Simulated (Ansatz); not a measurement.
Geometry optimisation, RKS LDA/def2-SVP (Ansatz).

Input:

```yaml
crystal:
  periodic: [false, false, false]
  atoms:
    - { symbol: Al, position_ang: [0.100817, -0.347392, -1.047437] }
    - { symbol: "N", position_ang: [1.50617, -0.025205, 1.708642] }
    - { symbol: H, position_ang: [0.791233, -0.746356, 1.877487] }
    - { symbol: H, position_ang: [1.041894, 0.8783, 1.539139] }
    - { symbol: H, position_ang: [2.080795, -0.289786, 0.879758] }
    - { symbol: Cl, position_ang: [-1.566009, 0.530439, 0.013811] }
basis:
  gaussian: { orbitals: def2-SVP }
hamiltonian:
  xc: lda
relax:
  f_tol: 0.03
  max_steps: 50
output:
  orbitals: {}
```

Launched with:

```bash
$ ansatz run input.yaml --threads 1 --pin off --max-ram 2048MiB --backend cpu --events-out ev --progress --plain --runs-dir out
```

**Question.** Where does it end, and by what steps?

**Answer.** It converged. After 12 steps the energy has fallen by 0.712 eV; N2 moved furthest, 0.65 Å. Joined: Al1–N2 (3.11 → 2.19 Å).

```tsv
step	energy less start (eV)	largest force component (eV/Å)	accepted
0	0.0000	0.639	yes
1	-0.0414	0.824	yes
2	-0.0492	0.826	yes
3	-0.0627	0.871	yes
4	-0.0613	0.998	no
5	-0.0968	0.655	yes
6	-0.1448	0.734	yes
7	-0.2619	1.702	yes
8	-0.6142	1.267	yes
9	-0.6545	1.133	yes
10	-0.7081	0.147	yes
11	-0.7093	0.094	yes
12	-0.7118	0.011	yes
```

```xyz
6
Properties=species:S:1:pos:R:3
Al 0.078 -0.637 -0.663
N 1.172 -0.182 1.176
H 1.156 -0.936 1.882
H 0.615 0.624 1.521
H 2.156 0.103 1.044
Cl -1.222 1.028 0.012
```

Whether the end is a true minimum wasn't checked by a vibrational analysis.

Run time: 15 s on 1 thread of Arm Neoverse V1, with other jobs on the host, peak memory 0.13 GiB.
